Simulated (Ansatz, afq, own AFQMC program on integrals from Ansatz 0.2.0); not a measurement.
Two steps: Ansatz 0.2.0 writes the Fock matrix and Cholesky factors of the valence space, and afq projects on them the lowest state that overlaps trial and start.

```yaml
crystal:
  periodic: [false, false, false]
  atoms:
    - {symbol: B, position_ang: [0.011242, -1.169118, 2.260089]}
    - {symbol: P, position_ang: [0.068131, 0.522335, 1.401922]}
    - {symbol: Ga, position_ang: [-0.012390, -0.056062, -0.994316]}
    - {symbol: H, position_ang: [-1.357190, 0.366569, 1.458493]}
basis:
  gaussian: {orbitals: cc-pVDZ}
magnetization: {spin_polarized: false}
correlation: {method: ccsd_t, electrons: outside_noble_gas, hamiltonian_folder: ham}
```

```sh
$ ansatz run in.yaml --threads 1 --pin off --events-out ev --progress --plain --max-ram 1843MiB
```

afq runs on the folder ham with

```
--method phaseless --trial hf --walkers 120 --populations 1 --least-time 40 --time-step 0.005 --steps-per-block 20 --equilibration-blocks 112 --max-blocks 600 --target-error 0.00126 --factor-cut 1e-05 --seed 8345 --taylor-order 6
```

Times are imaginary, in 1/Eh. The walk had a cap of 894 s. Filled inner d shells are frozen with the cores.

Output of the walk:

```
orbitals 44  electrons 6 6  factors 350 of 693
reference energy -2289.11663649 Eh
CCSD correlation -0.26966062 Eh in 14 cycles, weight of the determinant in the CISD state 0.8018
energy of the start -2289.116636 Eh
 block  time / (1/Eh)  mean weight  energy / Eh
     1     0.100  1.0013  -2289.154390
     2     0.200  1.0022  -2289.187901
     3     0.300  1.0007  -2289.212682
     4     0.400  1.0017  -2289.231132
     5     0.500  1.0012  -2289.246690
     7     0.700  1.0014  -2289.282644
     9     0.900  1.0007  -2289.302531
    18     1.800  1.0000  -2289.346191
    52     5.200  0.9976  -2289.394919
    86     8.600  0.9990  -2289.395209
   103    10.300  0.9992  -2289.370243
   120    12.000  1.0025  -2289.421626
   154    15.400  0.9986  -2289.406496
   188    18.800  0.9995  -2289.395065
   222    22.200  0.9997  -2289.385069
   256    25.600  0.9994  -2289.375261
   290    29.000  0.9998  -2289.400414
   324    32.400  0.9999  -2289.445516
   358    35.800  0.9993  -2289.409027
   392    39.200  0.9991  -2289.396444
   426    42.600  0.9983  -2289.419645
   460    46.000  1.0005  -2289.389949
   494    49.400  1.0016  -2289.418529
   528    52.800  1.0005  -2289.425016
   562    56.200  0.9996  -2289.394464
   579    57.900  0.9981  -2289.459502
   596    59.600  0.9981  -2289.417329
   630    63.000  1.0000  -2289.409773
   664    66.400  1.0018  -2289.459121
   698    69.800  1.0007  -2289.386272
blocks merged  error / Eh  count
     1  0.000935  600
     2  0.001241  300
     4  0.001635  150
     8  0.002028  75
    16  0.002288  37
    32  0.002758  18
    64  0.002486  9
energy -2289.410350 +/- 0.002758 Eh
(rows thinned)
```

The run passed its tests (sampling time, drift between the halves within three errors, error under three times the target), which doesn't prove that it has relaxed.

Against this walk (error 75.1 meV) on the same determinant: CCSD(T) 332.6 meV higher, CCSDT(Q) 261.2 meV higher, a separate phaseless walk with a CISD trial and standard settings 284.8 ± 78.2 meV higher. The error is statistical and leaves out the bias of the constraint. CCSDT(Q) is the surest value here, so the walk's 261 meV below it is most likely the bias of the constraint with this trial, which can have either sign.

Cautions: constraint bias not in the error; error above the target (75.1 against 34.3 meV); no relativity below Rb; no spin-orbit coupling; inner d shell frozen; higher spins were not checked; restricted determinant unstable towards unrestricted (UHF 109 meV lower, ⟨S²⟩ 0.41); raised T1 diagnostic (T1 0.026, weight of the determinant 0.80, largest double 0.07); the bias of populations of 120 walkers isn't removed.

The walk took 3.5 min on 1 thread of Arm Neoverse V1, with other jobs on the host. The log's last line is the phaseless energy.

CCSDT and higher add their correlation energy to the determinant of the CCSD(T) run, since their own runs factorise the integrals more tightly (a shift of under 2 meV).
